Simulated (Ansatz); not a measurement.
`C=CCCl` → `C=CCl` + `[CH2]` (triplet) at 700 K and 1 bar (formal loss of a carbene).

Isolated molecules relaxed with PBE0-D4/def2-TZVP in Ansatz; ΔE leaves out vibrations. CCSD(T)/CBS is the MP2 limit (def2-TZVPP, def2-QZVPP) plus CCSD(T) − MP2 in def2-TZVPP, frozen cores. This one scheme is used for every species. Triplets are unrestricted, without spin–orbit coupling. Each species was taken in one conformer, which may not be the lowest.

```csv
species,CCSD(T)/CBS energy (Eh),H − E (kJ/mol),S (J/(mol·K))
`C=CCCl`,-576.92074,245.2,382.6
`C=CCl`,-537.65823,153.0,322.7
`[CH2]` (triplet),-39.09499,70.4,226.8
```

H − E and S are ideal-gas, rigid-rotor, harmonic terms from PBE0-D4/def2-TZVP, for one conformer and one mirror image of each species, with the whole ground term of open shells counted as degenerate. 1 Eh = 2625.50 kJ/mol, R = 8.31446 J/(mol·K).

Problem. By hand: ΔE, ΔH, ΔS and ΔG.

Solution. ΔE = (-537.65823) + (-39.09499) − (-576.92074) = 0.16752 Eh = 439.8 kJ/mol. Δ(H − E) = 153.0 + 70.4 − 245.2 = -21.8, so ΔH = 418.0 kJ/mol. ΔS = 322.7 + 226.8 − 382.6 = 166.9 J/(mol·K). ΔG = 418.0 − 700 × (166.9)/1000 = 301.2 kJ/mol.

Problem. By hand: the equilibrium constant, and the temperature at which ΔG would vanish if ΔH and ΔS stayed fixed.

Solution. log₁₀ K = −ΔG/(RT ln 10) = -22.5. ΔG = 0 at ΔH/ΔS = 2504 K, far beyond where these terms or the molecules hold.

The number of gas molecules changes by +1, which sets the sign of ΔS. A doubt of 5 kJ/mol in ΔE shifts log₁₀ K by 0.4 here. Other conformers and mirror images would add mixing entropy, several J/(mol·K) or more a flexible species. A triplet takes part, so the spin changes. These are equilibria of isolated gas molecules and say nothing of rates. Largest T1 diagnostic: 0.011 (customary marks: 0.02 for closed shells, 0.045 for open ones).
